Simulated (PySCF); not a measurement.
# P₂⁺: one state, many levels of theory

State: ²Πu (doublet), unpaired electrons π ↑. Set-up: P 6-311G(d,p); no relativity (PySCF 2.14). De refers to P⁺ + P in their high-spin ground configurations, without counterpoise correction. The functionals are run spin-unrestricted.

```
      Level  Re (Å)  ωe (cm⁻¹)  De (eV)  CPU s a point (SCF and correlation, without the integrals)
        UHF   1.924        813     1.74                                                        0.15
    UHF-MP2   2.000        633     3.89                                                        0.23
UHF-SCS-MP2   1.993        649     3.81                                                         n/a
   UHF-CCSD   1.978        698     3.66                                                         n/a
UHF-CCSD(T)   1.993        668     3.93                                                           2
        LDA   1.988        675     5.79                                                        0.39
        PBE   2.003        662     5.02                                                        0.61
     r²SCAN   1.981        696     4.69                                                        0.87
       PBE0   1.969        719     4.55                                                        0.83
        M06   1.973        714     4.93                                                        0.92
  BHandHLYP   1.950        751     4.09                                                        0.47
    LC-ωPBE   1.928        798     4.03                                                        0.67
```

(1) Which functional lies closest to UHF-CCSD(T) in De, which farthest, and by how much do they differ from it?

(2) What does a quarter of exact exchange do here, going from PBE to PBE0?

(3) What does the gradient correction do here, going from LDA to PBE?

Correlated steps freeze 10 core orbitals. The state was picked by a PBE0 search and need not be the measured ground state.

The whole job (state search and all levels along the bond) took about 2 min on 1 thread of Arm Neoverse V1 (shared host), peak memory 0.64 GiB.

## Answers

(1) Closest is LC-ωPBE (-6.5 pm in Re, +19.5 % in ωe, +0.10 eV in De against UHF-CCSD(T) in the same basis), farthest LDA (-0.5 pm in Re, +1.0 % in ωe, +1.86 eV in De). CCSD(T) converges more slowly with the basis than the functionals do and binds too weakly in this one, so the order can change at the basis-set limit.

(2) PBE0 less PBE: -3.4 pm in Re, +8.6 % in ωe, -0.47 eV in De. Exact exchange removes part of the self-interaction that spreads semilocal densities, and in most molecules shortens and stiffens the bond and lowers De; so it does here.

(3) PBE less LDA: +1.5 pm in Re, -1.9 % in ωe, -0.77 eV in De. The gradient correction favours the more uneven density of free atoms, so it tends to lengthen bonds and takes away much of the overbinding of LDA; so it does here.
